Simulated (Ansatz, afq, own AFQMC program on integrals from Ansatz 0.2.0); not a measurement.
# BGeF, triplet: AFQMC among the cluster methods

```
atom   x (Å)   y (Å)    z (Å)
   F  0.0000  0.0000  -1.5165
   B  0.0000  0.0000  -0.2354
  Ge  0.0000  0.0000   1.7519
```

Connectivity, by distances: F–B–Ge.

Basis cc-pVDZ. Only valence electrons are correlated. Integrals, coupled cluster, full CI and functionals: Ansatz 0.2.0; the random walks run on the same integrals in our own AFQMC program. The CISD trial takes its coefficients from CCSD amplitudes. Released means that phaseless walkers are propagated on without the constraint, phases kept. Error bars are statistical, one sigma. No spin–orbit coupling.

Determinant: UHF, the one that the program's search chose, which needn't be the lowest solution. The geometry is a PBE0/def2-TZVP stationary point of this or a neighbouring charge and spin state.

No full CI on the walks' own integrals is used here; CCSDT(Q) serves as the reference and is uncertain by about the last step of the cluster series.

Cautions: no relativity below Rb; no spin-orbit coupling; inner d shell frozen.

```
T1 diagnostic                               : 0.0196
weight of the determinant in the CISD state : 0.866
⟨S²⟩ of the determinant                     : 2.020
size of the correlated space                : 14 electrons in 39 orbitals
```

Reference: CCSDT(Q), correlation energy -9.337 eV. The released energy is read at 2.40 1/Eh (meV from the phaseless value at times in 1/Eh: -13 ± 15 at 0.24, -21 ± 23 at 0.51, -62 ± 19 at 0.99, -35 ± 24 at 1.62, -23 ± 31 at 2.40).

| level | E − E(reference) (mEh) | share of correlation (%) |
| --- | --- | --- |
| HF | 343.14 | 0.00 |
| MP2 | 34.66 | 89.90 |
| CCSD | 11.81 | 96.56 |
| CCSD(T) | 2.11 | 99.38 |
| CCSDT | 0.83 | 99.76 |
| ph-AFQMC/HF | 2.46 ± 2.58 | 99.28 |
| ph-AFQMC/CISD | 1.10 ± 0.69 | 99.68 |
| released AFQMC | 0.25 ± 1.13 | 99.93 |

A walk keeps the symmetry of its determinant, which the program's search chose and which needn't be the lowest solution, so a lower state of the same spin and another symmetry isn't excluded. Released energies are given only where the last usable release times agree within the noise; a slower fall can still hide under it.
